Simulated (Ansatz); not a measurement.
A calculation with Ansatz (development build ahead of 0.2.0).

```yaml
crystal:
  periodic: [false, false, false]
  atoms:
    - { symbol: P, position_ang: [0.0, 0.0, -0.92757] }
    - { symbol: P, position_ang: [0.0, 0.0, 0.92757] }
basis:
  gaussian: { orbitals: "6-31G" }
hamiltonian:
  xc: hf
correlation:
  method: bccd_t
  frozen_orbitals: { P: 5 }
```

The input is written out in the form of the current development build from the run's settings.

Results

| Quantity | Value |
| --- | --- |
| Converged | yes |
| Reference energy (starting determinant) | -681.35065 hartree |
| Correlation energy | -0.14055 hartree |
| Total energy | -681.49120 hartree |
